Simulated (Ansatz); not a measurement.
# SbH$_{2}$⁺, triplet: reading a ladder of total energies

Geometry: displaced at random from a stationary point.

| atom | x (Å) | y (Å) | z (Å) |
| --- | --- | --- | --- |
| Sb | -0.0004 | -0.0139 | 0.0005 |
| H | -0.0012 | 0.8074 | -1.4794 |
| H | 0.0468 | 0.8667 | 1.4156 |

Basis def2-SVP with its core potentials; Ansatz 0.2.0. Correlated methods freeze the noble-gas cores and the filled d shells of p-block atoms, which leaves 6 electrons in 27 orbitals. Prefix R: restricted or restricted open-shell reference. No spin–orbit coupling is included; scalar relativity enters through the core potentials alone.

Full CI is exact within this basis and frozen core; it isn't the basis-set limit.

Runs differ by some tens of microhartree through their thresholds and, for an open shell, their frozen cores, so steps under 0.03 kcal/mol mean nothing.

| level | total energy (hartree) |
| --- | --- |
| RHF | -240.067250 |
| RMP2 | -240.134759 |
| RCCSD | -240.155272 |
| RCCSD(T) | -240.157123 |
| RCCSDT | -240.157721 |
| RCCSDT(Q) | -240.157756 |
| full CI | -240.157733 |

Q: What is the correlation energy at full CI, and what share of it do RMP2 and RCCSD(T) recover?

A: E(corr) = -240.157733 − (-240.067250) = -0.090483 hartree = -2.462 eV. RMP2: -0.067509 / -0.090483 = 74.61 %. RCCSD(T): -0.089873 / -0.090483 = 99.33 %.

Q: By how many kcal/mol does RCCSD(T) miss full CI (1 hartree = 627.509 kcal/mol), and which steps make up the rest?

A: -240.157123 − (-240.157733) = 0.000610 hartree = 0.38 kcal/mol. Steps: RCCSDT − RCCSD(T) = -0.38, RCCSDT(Q) − RCCSDT = -0.02, full CI − RCCSDT(Q) = 0.01 kcal/mol. That is within 1 kcal/mol of the reference in this basis, which itself misses far more of the correlation at the basis-set limit.
